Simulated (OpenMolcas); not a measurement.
# N2 (nitrogen), step by step

We compute a series of 17 runs (HF/ANO-L-MB, CASSCF(10,8)/ANO-L-VDZP, CASPT2(10,8)/ANO-L-VDZP, CASPT2(9,8)/ANO-L-VDZP, RASPT2(10,8)/ANO-L-VDZP, CASPT2[IPEA 0](10,8)/ANO-L-VDZP, MC-PDFT[ftrevPBE](10,8)/ANO-L-VDZP, PC-NEVPT2(10,8)/ANO-L-VDZP, and more) of N2. 

The calculation is run with OpenMolcas 26.06.

1 further run of the same task is left out (it didn't finish).

## Step 1: The structure to begin with

The species is N2 (2 atoms), meant as a singlet with charge 0. SMILES: `N#N`. The shape is that of a PBE0-D4/def2-TZVP optimisation.

Bond lengths: N1–N2 1.090 Å.

## Step 2: A single-point energy at HF/ANO-L-MB (run 1)

The input, step1.input:

```
>>> EXPORT MOLCAS_PRINT=2

&gateway
  coord
  2
  angstrom
  N        0.465500      -0.150300       0.239800
  N       -0.465500       0.150300      -0.239800
  basis = ANO-L-MB
  group = NoSym

&seward

&scf
  prorbitals = 0
```

On the command line:

```console
export MOLCAS_MEM=1860
pymolcas step1.input > step1.log
```

What it wrote, shortened:

```text
--- Start Module: gateway ---
[...]
--- Stop Module: gateway /rc=_RC_ALL_IS_WELL_ ---
--- Start Module: seward ---
[...]
      Basis functions           10
--- Stop Module: seward /rc=_RC_ALL_IS_WELL_ ---
--- Start Module: scf ---
[...]
       Convergence after   6 Iterations
[...]
::    Total SCF energy                               -108.6970358607
[...]
      Total spin, S                                     0.0000000000
[...]
      Total electronic charge=   14.000000
      Total            charge=   -0.000000
[...]
      Dipole Moment (debye):
      Origin of the operator (angstrom)=    0.0000    0.0000    0.0000
                   X= -1.1005E-14               Y=  1.1217E-14               Z= -1.4956E-14           Total=  2.1694E-14
      Quadrupole Moment (debye*angstrom):
[...]
--- Stop Module: scf /rc=_RC_ALL_IS_WELL_ ---
[...]
```

It took 1.1 s on 1 thread of Intel Xeon 6975P-C (Granite Rapids), shared host; peak memory 0.37 GiB.

## Step 3: The vertical excitations at CASSCF(10,8)/ANO-L-VDZP (6 states averaged) (run 2)

The input, step2.inp:

```
>>> EXPORT MOLCAS_PRINT=2
&GATEWAY
COORD
2
angstrom
N        0.465500      -0.150300       0.239800
N       -0.465500       0.150300      -0.239800
BASIS
ANO-L-MB
GROUP
NoSym
&SEWARD
&RASSCF
FILEORB
$CurrDir/step1.ScfOrb
SPIN
1
NACTEL
10 0 0
INACTIVE
2
RAS2
8
CIROOT
6 6 1
ORBLISTING
Nothing
>>> COPY $Project.RunFile RUNFIL1
>>> COPY $Project.RasOrb INPORB
&GATEWAY
COORD
2
angstrom
N        0.465500      -0.150300       0.239800
N       -0.465500       0.150300      -0.239800
BASIS
ANO-L-VDZP
GROUP
NoSym
&SEWARD
>>> COPY $Project.RunFile RUNFIL2
&EXPBAS
&RASSCF
FILEORB
$Project.ExpOrb
SPIN
1
NACTEL
10 0 0
INACTIVE
2
RAS2
8
CIROOT
6 6 1
ORBLISTING
Nothing
```

On the command line:

```console
export MOLCAS_MEM=1860
pymolcas step2.inp > step2.log
```

What it wrote, shortened:

```text
[...]
      Basis functions           10
[...]
      Number of active orbitals                  8
[...]
      Spin quantum number                      0.0
[...]
      Active orbitals                            8
[...]
      Number of CSFs                          1176
[...]
      Number of root(s) required                 6
[...]
      Convergence after  5 iterations
[...]
      Natural orbitals and occupation numbers for root  1
      sym 1:   1.994569   1.985251   1.938263   1.938263   1.984112   0.071262   0.071262   0.017018
      Natural orbitals and occupation numbers for root  2
      sym 1:   1.992932   1.926930   1.925618   1.950495   1.055593   1.048216   0.083086   0.017130
      Natural orbitals and occupation numbers for root  3
      sym 1:   1.992932   1.926930   1.950495   1.925618   1.055593   0.083086   1.048216   0.017130
[...]
::    RASSCF root number  1 Total energy:   -108.83220207
::    RASSCF root number  2 Total energy:   -108.52205929
[...]
      Basis functions           28
[...]
      Convergence after  9 iterations
[...]
      Natural orbitals and occupation numbers for root  3
      sym 1:   1.993333   1.928351   1.949838   1.926877   1.055748   0.080954   1.048937   0.015961
      Natural orbitals and occupation numbers for root  4
      sym 1:   1.997020   1.991589   1.487408   1.487409   1.984791   0.518348   0.518348   0.015086
      Natural orbitals and occupation numbers for root  5
      sym 1:   1.988360   1.972409   1.497913   1.497913   1.974335   0.526829   0.526829   0.015411
      Natural orbitals and occupation numbers for root  6
      sym 1:   1.988360   1.972410   1.497913   1.497913   1.974336   0.526829   0.526829   0.015411
      ************************************************************************************************************************
      *                                                    Final results                                                     *
[...]
::    RASSCF root number  3 Total energy:   -108.73458366
::    RASSCF root number  4 Total energy:   -108.70834106
::    RASSCF root number  5 Total energy:   -108.69709105
::    RASSCF root number  6 Total energy:   -108.69709105
[...]
      Dipole Moment (debye):
      Origin of the operator (angstrom)=    0.0000    0.0000    0.0000
                   X= -6.5299E-08               Y= -8.1973E-08               Z=  3.1781E-08           Total=  1.0952E-07
      Quadrupole Moment (debye*angstrom):
[...]
```

It took 5.1 s on 1 thread of Intel Xeon 6975P-C (Granite Rapids), shared host; peak memory 0.37 GiB.

The roots found:

```
excited state  energy (eV)
            1       10.132
            2       10.132
            3       10.846
            4       11.152
            5       11.152
```

Runs 3 to 7 aren't shown in full; the table further down has their settings and results.

## Step 4: A single-point energy at CASSCF(10,8)/ANO-L-VDZP (valence bond yes) (run 8)

The input, step8.inp:

```
* N2 CASSCF

&gateway
  coord
  2
  angstrom
  N        0.465500      -0.150300       0.239800
  N       -0.465500       0.150300      -0.239800
  basis=ANO-L-VDZP
  group=NoSym

&seward

&rasscf
  fileorb=$CurrDir/step2.RasOrb
  spin=1
  nactel=10 0 0
  inactive=2
  ras2=8
  orblisting=Nothing

&casvb
```

On the command line:

```console
export MOLCAS_MEM=1860
pymolcas step8.inp > step8.log
```

What it wrote, shortened:

```text
--- Start Module: gateway ---
[...]
--- Stop Module: gateway /rc=_RC_ALL_IS_WELL_ ---
[...]
      Basis functions           28
[...]
--- Start Module: rasscf ---
[...]
      Number of active orbitals                  8
[...]
      Spin quantum number                      0.0
[...]
      Active orbitals                            8
[...]
      Number of CSFs                          1176
[...]
      Number of root(s) required                 1
[...]
      Convergence after  8 iterations
[...]
      printout of CI-coefficients larger than  0.05 for root  1
      energy=    -109.122061
      conf/sym  11111111     Coeff  Weight
             1  22222000   0.96384 0.92899
            20  222udu0d  -0.05303 0.00281
            21  222uud0d   0.05123 0.00262
            43  22u2d0ud  -0.05303 0.00281
            45  22u2u0dd   0.05123 0.00262
            91  22202200  -0.11934 0.01424
[...]
      Natural orbitals and occupation numbers for root  1
      sym 1:   1.996051   1.989844   1.941646   1.941646   1.983173   0.064568   0.064568   0.018504
      ************************************************************************************************************************
      *                                                    Final results                                                     *
[...]
::    RASSCF root number  1 Total energy:   -109.12206120
[...]
      Total electronic charge=   14.000000
      Total            charge=   -0.000000
[...]
      Dipole Moment (debye):
      Origin of the operator (angstrom)=    0.0000    0.0000    0.0000
                   X=  5.8257E-12               Y= -2.5578E-12               Z=  3.9646E-12           Total=  7.4967E-12
      Quadrupole Moment (debye*angstrom):
[...]
--- Stop Module: rasscf /rc=_RC_ALL_IS_WELL_ ---
--- Start Module: casvb ---
[...]
 Number of active electrons :  10
[...]
 Total spin                 : 0.0
[...]
--- Stop Module: casvb /rc=_RC_ALL_IS_WELL_ ---
[...]
```

Wall time 1.8 s (1 thread of Intel Xeon 6975P-C (Granite Rapids), shared host); peak memory 0.37 GiB.

Runs 9 to 16 aren't shown in full; the table further down has their settings and results.

## Step 5: The excited states at CASSCF(10,8)/ANO-L-VDZP (PCM chloroform, 6 states averaged) (run 17)

The input, step17.input:

```
>>> EXPORT MOLCAS_PRINT=2
&gateway
coord
2
angstrom
N        0.465500      -0.150300       0.239800
N       -0.465500       0.150300      -0.239800
basis=ANO-L-VDZP
group=NoSym
rf-input
PCM-Model
Solvent=chloroform
End of RF-Input
&seward
&rasscf
fileorb=$CurrDir/step2.RasOrb
spin=1
nactel=10 0 0
inactive=2
ras2=8
ciroot=6 6 1
orblisting=Nothing
rfroot=1
```

On the command line:

```console
export MOLCAS_MEM=1860
pymolcas step17.input > step17.log
```

What it wrote, shortened:

```text
[...]
--- Start Module: seward ---
[...]
      Basis functions           28
[...]
      Number of active orbitals                  8
[...]
      Spin quantum number                      0.0
[...]
      Active orbitals                            8
[...]
      Number of CSFs                          1176
[...]
      Number of root(s) required                 6
[...]
      Convergence after  6 iterations
[...]
      printout of CI-coefficients larger than  0.05 for root  1
      energy=    -109.107150
      conf/sym  11111111     Coeff  Weight
             1  22222000  -0.96267 0.92674
            21  222uud0d  -0.05031 0.00253
            45  22u2u0dd  -0.05031 0.00253
            91  22202200   0.11914 0.01419
           112  22ud2ud0   0.10707 0.01146
           174  22022020   0.11914 0.01419
[...]
      Natural orbitals and occupation numbers for root  1
      sym 1:   1.995254   1.987106   1.941097   1.941096   1.983366   0.067099   0.067099   0.017884
      Natural orbitals and occupation numbers for root  2
      sym 1:   1.993324   1.928277   1.949739   1.926713   1.055865   1.049031   0.081090   0.015963
      Natural orbitals and occupation numbers for root  3
      sym 1:   1.993324   1.928277   1.926714   1.949738   1.055865   0.081089   1.049031   0.015963
      Natural orbitals and occupation numbers for root  4
      sym 1:   1.997025   1.991614   1.487654   1.487105   1.984805   0.518089   0.518631   0.015078
      Natural orbitals and occupation numbers for root  5
      sym 1:   1.988350   1.972516   1.497864   1.497858   1.974445   0.526778   0.526784   0.015405
      Natural orbitals and occupation numbers for root  6
      sym 1:   1.988350   1.972516   1.497587   1.498135   1.974445   0.527052   0.526510   0.015405
      ************************************************************************************************************************
      *                                                    Final results                                                     *
[...]
::    RASSCF root number  1 Total energy:   -109.10715033
::    RASSCF root number  2 Total energy:   -108.73422531
::    RASSCF root number  3 Total energy:   -108.73422268
::    RASSCF root number  4 Total energy:   -108.70904427
::    RASSCF root number  5 Total energy:   -108.69773776
::    RASSCF root number  6 Total energy:   -108.69773776
[...]
      Total electronic charge=   14.000000
      Total            charge=   -0.000000
[...]
```

It took 3.6 s on 1 thread of Intel Xeon 6975P-C (Granite Rapids), shared host; peak memory 0.37 GiB.

The roots found:

```
excited state  energy (eV)
            1       10.148
            2       10.148
            3       10.833
            4       11.141
            5       11.141
```

## Step 6: All runs side by side

```
run                                                                                                     level         task   active rule  partner  energy (Eh)  dipole moment (D) of the reference  wall time
  1                                                                                               HF/ANO-L-MB       energy             –     base  -108.697036                                0.00      1.1 s
  2                                                               CASSCF(10,8)/ANO-L-VDZP (6 states averaged)      excited  full valence     base  -109.106937                                0.00      5.1 s
  3            CASPT2(10,8)/ANO-L-VDZP (fock type G3, ipea shift 0.25 Eh, pt2 variant RMS, 6 states averaged)      excited  full valence     base  -109.266832                                0.00      5.1 s
  4                                                       CASSCF(10,8)/ANO-L-VDZP (root 2, 6 states averaged)     optimise  full valence     base  -108.785031                                   –       24 s
  5                           CASPT2(9,8)/ANO-L-VDZP (ipea shift 0.25 Eh, pt2 variant XMS, 6 states averaged)      excited  full valence   cation  -108.706044                                   –      6.3 s
  6                                                       CASSCF(10,8)/ANO-L-VDZP (6 states averaged, root 1)     gradient  full valence     base  -109.106937                                0.00      4.2 s
  7                           RASPT2(10,8)/ANO-L-VDZP (ipea shift 0.25 Eh, pt2 variant SS, 6 states averaged)      excited  full valence     base  -109.260771                                0.00       25 s
  8                                                                CASSCF(10,8)/ANO-L-VDZP (valence bond yes)       energy  full valence     base  -109.122061                                0.00      1.8 s
  9   CASPT2[IPEA 0](10,8)/ANO-L-VDZP (ipea shift 0 Eh, pt2 variant SS, real shift 0.1 Eh, 6 states averaged)      excited  full valence     base  -109.266680                                0.00      4.8 s
 10                                                                                   CASSCF(10,8)/ANO-L-VDZP  frequencies  full valence     base  -109.124369                                0.00       17 s
 11                      CASPT2[IPEA 0](10,8)/ANO-L-VDZP (ipea shift 0 Eh, pt2 variant MS, 6 states averaged)      excited  full valence     base  -109.266846                                0.00      5.4 s
 12                                                    MC-PDFT[ftrevPBE](10,8)/ANO-L-VDZP (6 states averaged)      excited  full valence     base  -109.536123                                   –      4.2 s
 13  CASPT2[IPEA 0](10,8)/ANO-L-VDZP (ipea shift 0 Eh, pt2 variant XDW, real shift 0.2 Eh, 6 states averaged)      excited  full valence     base  -109.269511                                0.00      6.3 s
 14        CASPT2(10,8)/ANO-L-VDZP (ipea shift 0.25 Eh, pt2 variant SS, real shift 0.2 Eh, 6 states averaged)      excited  full valence  rattled  -109.258193                                0.00      4.8 s
 15                                  PC-NEVPT2(10,8)/ANO-L-VDZP (pt2 variant QD-PC-NEVPT2, 6 states averaged)      excited  full valence     base  -109.258309                                0.00      7.5 s
 16                                                      MC-PDFT[ftBLYP](10,8)/ANO-L-VDZP (6 states averaged)      excited  full valence     base  -109.542116                                0.00      3.6 s
 17                                               CASSCF(10,8)/ANO-L-VDZP (PCM chloroform, 6 states averaged)      excited  full valence     base  -109.107150                                0.00      3.6 s
```

## Step 7: Summary of results

```
                                                                          quantity          value
                  run 17, CASSCF(10,8)/ANO-L-VDZP: energy of the lowest of 6 roots  -109.10715 Eh
                   run 17, CASSCF(10,8)/ANO-L-VDZP: dipole moment (CASSCF density)         0.00 D
run 17, CASSCF(10,8)/ANO-L-VDZP: lowest excitation energy within this active space       10.15 eV
```

In words: In run 1 the basis is minimal, so the values are rough. All runs together took 2.2 min, the longest 25 s.
